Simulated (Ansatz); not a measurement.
Species: C$_{3}$H$_{6}$Cl (charge 0, doublet). SMILES: [CH](CCl)C
Geometry: optimised at B3LYP-D3(BJ)/def2-TZVP (Ansatz, a program for electronic structure).

Wanted: atomisation energy, in kcal/mol. Conventions: six Cartesian d functions in 6-31G* and its kin unless marked 5d; atomisation electronic, to ground-state atoms; dispersion terms only where a functional's name holds one; non-relativistic; open shells spin-unrestricted; no spin-orbit coupling; frozen cores in correlated levels. Basis-set limits of correlation are two-point, X^-3; Hartree-Fock from the larger set. [CCSD(T)-MP2]/basis is that difference in the basis named. Ab initio and DFT rows: single points at B3LYP-D3(BJ) geometries (Ansatz).

```json
[
 {"species": "C[CH]CCl", "coefficient": "-1", "E at B3LYP/6-31G* (Ansatz), Eh": "-578.07745", "E at wB97M-V/def2-TZVPD (Ansatz), Eh": "-578.03756"},
 {"species": "C atom", "coefficient": "+3", "E at B3LYP/6-31G* (Ansatz), Eh": "-37.84628", "E at wB97M-V/def2-TZVPD (Ansatz), Eh": "-37.84643"},
 {"species": "Cl atom", "coefficient": "+1", "E at B3LYP/6-31G* (Ansatz), Eh": "-460.13624", "E at wB97M-V/def2-TZVPD (Ansatz), Eh": "-460.12609"},
 {"species": "H atom", "coefficient": "+6", "E at B3LYP/6-31G* (Ansatz), Eh": "-0.50027", "E at wB97M-V/def2-TZVPD (Ansatz), Eh": "-0.49411"}
]
```

Coupled cluster (Ansatz) is a level with limits of its own, used here on species with T1 under 0.025 (0.045 for open shells) and stable references: RI-MP2/CBS(cc-pV(T+d)Z,cc-pV(Q+d)Z)+[CCSD(T)-MP2]/cc-pV(D+d)Z. Value to compare with, RI-MP2/CBS(cc-pV(T+d)Z,cc-pV(Q+d)Z)+[CCSD(T)-MP2]/cc-pV(D+d)Z (Ansatz): 881.3 kcal/mol. 1 Eh = 627.5095 kcal/mol.

### Question
Compute it at each level from the table, and compare with RI-MP2/CBS(cc-pV(T+d)Z,cc-pV(Q+d)Z)+[CCSD(T)-MP2]/cc-pV(D+d)Z (Ansatz).

### Answer

- B3LYP/6-31G*: the sum of coefficient times E is 1.40075 Eh, or 878.98 kcal/mol. Result: 879.0 kcal/mol. Its difference against RI-MP2/CBS(cc-pV(T+d)Z,cc-pV(Q+d)Z)+[CCSD(T)-MP2]/cc-pV(D+d)Z (Ansatz) is -2.3 kcal/mol.
- wB97M-V/def2-TZVPD: the sum of coefficient times E is 1.40752 Eh, or 883.23 kcal/mol. Result: 883.2 kcal/mol. Its difference against RI-MP2/CBS(cc-pV(T+d)Z,cc-pV(Q+d)Z)+[CCSD(T)-MP2]/cc-pV(D+d)Z (Ansatz) is 1.9 kcal/mol.
